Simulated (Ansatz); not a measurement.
**H₂S with H₂S: superposition error and deformation**

The task here is to estimate one member of a computed series from the others.

Method: PBE0-D4 structures, single points in def2-TZVPPD; program: Ansatz 0.2.0, Gaussian basis.

Levels: PBE-D4, revPBE-D4, BLYP-D4, r2SCAN-D4, B97M-V, PBE0-D4, B3LYP-D4, HSE06-D4, wB97X-V, wB97M-V, B2PLYP, Hartree-Fock, MP2, CCSD, CCSD(T).

Cores are frozen in the correlated methods. B3LYP uses VWN-RPA correlation. B2PLYP carries no dispersion term here.

129 further runs of the same task are left out: 129 set aside as unsound or not needed.

## Starting geometry

The relaxed pair: 6 atoms, charge 0, spin multiplicity 1.

Atoms are counted from 1 here; the program's logs count them from 0.

Bond lengths: S1–H2 1.347 Å, S1–H3 1.341 Å, S4–H5 1.342 Å, S4–H6 1.342 Å. Angles: H2–S1–H3 92.5°, H5–S4–H6 92.3°.

Coordinates:

| atom | x (Å) | y (Å) | z (Å) |
| --- | --- | --- | --- |
| S1 | -0.13947 | -0.29531 | -2.18465 |
| H2 | 0.27693 | -0.26162 | -0.90383 |
| H3 | 0.16218 | 0.99703 | -2.37842 |
| S4 | 0.51649 | -0.21118 | 1.80392 |
| H5 | -0.50865 | -1.07648 | 1.83213 |
| H6 | -0.30738 | 0.84757 | 1.83085 |

Atoms 1 to 3 are fragment A (H₂S), the rest fragment B (H₂S). From earlier runs, pair energy (eV) and counterpoise interaction (kcal/mol):

| method | E(pair) | interaction |
| --- | --- | --- |
| PBE-D4 | -21727.29623 | -2.30 |
| revPBE-D4 | -21733.12896 | -1.89 |
| BLYP-D4 | -21736.65862 | -1.77 |
| r2SCAN-D4 | -21735.18214 | -1.68 |
| B97M-V | -21731.25278 | -1.66 |
| PBE0-D4 | -21729.14130 | -2.02 |
| B3LYP-D4 | -21738.10742 | -1.76 |
| HSE06-D4 | -21728.71773 | -2.04 |
| wB97X-V | -21733.45145 | -1.47 |
| wB97M-V | -21735.15254 | -1.41 |
| B2PLYP | -21729.76741 | -0.95 |
| Hartree-Fock | -21698.80223 | 0.46 |
| MP2 | -21709.36920 | -1.47 |
| CCSD(T) | -21711.12620 | -1.18 |

First each fragment is run alone in its own basis, frozen in the shape it has in the pair (a, b).

The first run:

a/in.yaml

```yaml
crystal:
  periodic: [false, false, false]
  atoms:
    - {symbol: S, position_ang: [-0.139469, -0.295315, -2.184650]}
    - {symbol: H, position_ang: [0.276931, -0.261625, -0.903831]}
    - {symbol: H, position_ang: [0.162185, 0.997027, -2.378422]}
basis:
  gaussian: {orbitals: "def2-TZVPPD.json"}
hamiltonian: {xc: pbe, dispersion: d4}
```

b/in.yaml

```yaml
crystal:
  periodic: [false, false, false]
  atoms:
    - {symbol: S, position_ang: [0.516487, -0.211180, 1.803922]}
    - {symbol: H, position_ang: [-0.508653, -1.076481, 1.832134]}
    - {symbol: H, position_ang: [-0.307383, 0.847573, 1.830847]}
basis:
  gaussian: {orbitals: "def2-TZVPPD.json"}
hamiltonian: {xc: pbe, dispersion: d4}
```

The basis file named in the input lies beside it (Basis Set Exchange, JSON).

The same command starts each run, in its folder.

On the command line:

```
> ansatz run in.yaml --threads 2 --pin off --events-out ev --progress --plain --max-ram 5222MiB
```

Steps of the session up to this table: PBE-D4/def2-TZVPPD; r2SCAN-D4/def2-TZVPPD; PBE0-D4/def2-TZVPPD; B3LYP-D4/def2-TZVPPD; wB97X-V/def2-TZVPPD; wB97M-V/def2-TZVPPD; B2PLYP/def2-TZVPPD; BLYP-D4/def2-TZVPPD; revPBE-D4/def2-TZVPPD; B97M-V/def2-TZVPPD; HSE06-D4/def2-TZVPPD; CCSD(T)/def2-TZVPPD; Relaxing H₂S alone.

One table of the session follows, with a row left open; its other results are not shown here.

```
      method  interaction with counterpoise (kcal/mol)
      PBE-D4                                     -2.30
   revPBE-D4                                     -1.89
     BLYP-D4                                     -1.77
   r2SCAN-D4                                     -1.68
      B97M-V                                     -1.66
     PBE0-D4                                     -2.02
    B3LYP-D4                                     -1.76
    HSE06-D4                                     -2.04
     wB97X-V                                     -1.47
     wB97M-V                                     -1.41
      B2PLYP                                     -0.95
Hartree-Fock                                      0.46
         MP2                                     -1.47
        CCSD                                         ?
     CCSD(T)                                     -1.18
```

**Question.** Estimate the row for CCSD.

The run gave: interaction with counterpoise (kcal/mol): -0.89. In the column «interaction with counterpoise (kcal/mol)» it lies between B2PLYP (-0.95) and Hartree-Fock (0.46).
